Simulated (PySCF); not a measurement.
# C5H7Cl: the cost of one run

Computed with PySCF 2.14.0, with density-fitted response routines of our own, on a single molecule in the gas phase. Atoms count from 0, in the outputs and in this text.

## (1) The starting structure

13 atoms, charge 0, multiplicity 1; geometry from: MMFF94s. The atoms were then displaced at random by about 0.03 Å, so the start is not that level's minimum.

Bonds of the start (Å): C0–C1 1.37, C1–C2 1.50, C2–C3 1.22, C2–C4 1.49, C4–Cl5 1.82, C0–H6 1.16, C0–H7 1.03, C1–H8 1.06, C3–H9 1.18, C3–H10 1.09, C4–H11 1.06, C4–H12 1.07.

## (2) Relaxing the molecule at PBE0-D3(BJ)/def2-SVP

Job settings and geometry (Å):

```
{"job": {"xc": "PBE0", "basis": "def2-SVP", "d3": "d3bj", "grid": 1, "shake": 0.03, "kind": "geom"}, "charge": 0, "multiplicity": 1}
C      2.074930    -0.055010     0.456760
C      0.898290    -0.741590     0.280560
C     -0.517360    -0.259360     0.134580
C     -1.346830    -1.143580    -0.009880
C     -0.771600     1.206730     0.133890
Cl    -0.756460     1.891020     1.815250
H      2.023770     1.097870     0.505190
H      3.033750    -0.435480     0.517580
H      1.050300    -1.792610     0.311300
H     -2.490430    -0.847430    -0.073020
H     -1.287660    -2.229070     0.008090
H     -1.742570     1.431630    -0.221070
H     -0.137500     1.824750    -0.472800
```

On the command line:

```sh
> OMP_NUM_THREADS=1 python probes_run.py task.json out
```

This one command runs all jobs of the session in turn.

Q: Estimate the wall time and peak memory of this first job on 1 thread of Arm Neoverse V1, shared host.

About 56 s, with a peak of 0.51 GiB.
